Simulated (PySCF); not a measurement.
# Dipole moment and polarisability of `[H]/N=C(\C#N)OC`

C₃H₄N₂O.
Structure used (GFN2-xTB), in Å, numbered top down from 1:
```xyz
10
C3H4N2O angstrom
C     -1.4695   -0.0104    0.6934
O     -0.1111   -0.3987    0.8010
C      0.6667   -0.0480   -0.2167
N      0.2321    0.5907   -1.2204
C      2.0432   -0.4607   -0.0713
N      3.1576   -0.7229   -0.0884
H     -1.9584   -0.3705    1.5954
H     -1.9204   -0.4548   -0.1961
H     -1.5475    1.0760    0.6170
H      0.9161    0.8040   -1.9363
```

Level: B3LYP/def2-SVPD (PySCF), static field, nuclei fixed, core orbitals frozen in the response. The polarisability tensor in these axes (au):

```
x   68.29 -6.32 -2.62
y   -6.32 41.40 -6.06
z   -2.62 -6.06 49.27
```

**Question.** What are the eigenvalues, a third of the trace, and Δα (Δα² = ½Σ(αi − αj)² over the three pairs)?

**Answer.** Principal values 36.64, 52.53 and 69.78 au; mean 52.98 au = 7.85 Å³ = 8.74 × 10⁻⁴⁰ C²·m²/J; Δα = 28.71 au (54 % of the mean).

**Question.** What is the dipole moment, and where does it point?

**Answer.** (-2.92, 0.76, -0.09) D, 3.02 D in size, pointing from the negative to the positive side. Measured along this direction, the outermost atoms are N6 at the negative end and H7, H8 and H9 at the positive end.

**Question.** What molar refraction does this α imply?

**Answer.** Lorentz–Lorenz: R = (4π/3)N_A α = 2.5225 cm³/(mol·Å³) × 7.85 Å³ = 19.8 cm³/mol, in the limit of long wavelengths.

**Question.** Find the Langevin capture rate constant for NH4+ (18.034 u) meeting this molecule (84.032 u), k = 2.342 × 10⁻⁹ cm³/s × √(α in Å³ / reduced mass in u).

**Answer.** The reduced mass is 14.85 u, so k = 1.70 × 10⁻⁹ cm³/s. The formula leaves out the permanent dipole, which adds to the capture rate.

**Question.** What are the principal values of the traceless quadrupole moment, Θ = ½Σq(3rr − r²1), about the centre of nuclear charge?

**Answer.** -9.68, 2.77, 6.90 D·Å. The values depend on the origin, since the dipole doesn't vanish. The electronic extent ⟨r²⟩ about the same centre is 589 bohr², a root-mean-square distance of 1.94 Å for the 44 electrons.

**Question.** Give the principal axes and the span of the nuclei along them.

**Answer.** Largest value along (0.98, -0.20, -0.06), where the nuclei span 5.18 Å; middle along (-0.04, -0.46, 0.89), 3.78 Å; least along (0.21, 0.86, 0.46), 1.77 Å. The response follows the extents in order.

**Question.** Rayleigh depolarisation ratio (linearly polarised light, static tensor)?

**Answer.** ρ = 3Δα²/(45ᾱ² + 4Δα²) = 2472.8/(126328 + 3297.0) = 0.0191.

Isolated species at its GFN2-xTB geometry (one conformer only).
